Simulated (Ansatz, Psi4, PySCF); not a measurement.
Species: ClF (charge 0, singlet). SMILES: FCl
Coordinates optimised at B3LYP-D3(BJ)/def2-TZVP (Ansatz, an electronic-structure program):
```
F
Cl 1 1.6409
```
Charge 0, spin multiplicity 1.

M06-2X/6-31G* (5d) beside other levels, property by property. Conventions: six Cartesian d functions in 6-31G* and its kin unless marked 5d; non-relativistic; atomisation electronic, to ground-state atoms; frozen cores in correlated levels; UHF or UKS for open shells; each state is the SCF solution reached for its charge and spin; no spin-orbit coupling. Basis-set limits of correlation are two-point, X^-3; Hartree-Fock from the larger set (for Q and 5 zeta extrapolated as (X+1)exp(-9√X)). First-principles rows: single points at B3LYP-D3(BJ) geometries (Ansatz), with unscaled harmonic terms from B3LYP/6-31G* at its own minima, enthalpies of formation by atomisation with measured atoms. Anions need diffuse functions, which STO-3G, LANL2DZ, def2-SVP, cc-pVDZ and Pople sets without + lack.

Measured values: Active Thermochemical Tables 1.112 (ions: stationary electron), as tabulated in the package chemicals; CCCBDB table in ASE; they hold spin-orbit and core effects, anharmonicity. Coupled cluster (Ansatz) is a level with limits of its own, used here on species with T1 under 0.025 (0.045 for open shells) and stable references: (a) CCSD(T)/CBS(aug-cc-pV(T+d)Z,aug-cc-pV(Q+d)Z); (b) CCSD(T)/CBS(cc-pV(Q+d)Z,cc-pV(5+d)Z).

| property | M06-2X/6-31G* (5d) (PySCF) | B3LYP/6-31G* (Ansatz) | wB97X-D/6-31G* (Psi4) | B3LYP/def2-TZVPD (Ansatz) | to compare with |
|---|---|---|---|---|---|
| enthalpy of formation at 298 K (kcal/mol) | -9.5 | -8.7 | -8.9 | -12.1 | -13.3 measured |
| vertical ionisation energy to the doublet (eV) | 12.86 | 12.55 | 12.66 | 12.76 | 12.77 measured |
| vertical electron affinity to the doublet (eV) | -0.46 | -0.41 | -0.38 | 0.78 | 0.56 coupled cluster (a) |
| atomisation energy (kcal/mol) | 57.6 | 56.9 | 57.0 | 60.3 | 62.6 coupled cluster (b) |
| Cl-F bond dissociation enthalpy at 298 K, to F atom + Cl atom (kcal/mol) | 57.3 | 56.6 | 56.7 | 60.0 | 61.3 measured |

As the rows show:
- enthalpy of formation at 298 K: M06-2X/6-31G* (5d) lies 3.8 kcal/mol above the measured value.
- vertical ionisation energy to the doublet: M06-2X/6-31G* (5d) lies 0.09 eV above the measured value.
- vertical electron affinity to the doublet: M06-2X/6-31G* (5d) lies 1.02 eV below coupled cluster.
- atomisation energy: M06-2X/6-31G* (5d) lies 5.0 kcal/mol below coupled cluster.
- Cl-F bond dissociation enthalpy at 298 K, to F atom + Cl atom: M06-2X/6-31G* (5d) lies 4.0 kcal/mol below the measured value.

The properties are those with a value to compare with, at most eight drawn at random. No case is left out for the size of its miss. Left out are saddle points of the reference geometry, anions that the best level run finds unbound, excited spin states, species near biochemistry, cases with under five habitual levels, runs that failed or whose electronic state is in doubt, and table entries that another table contradicts.
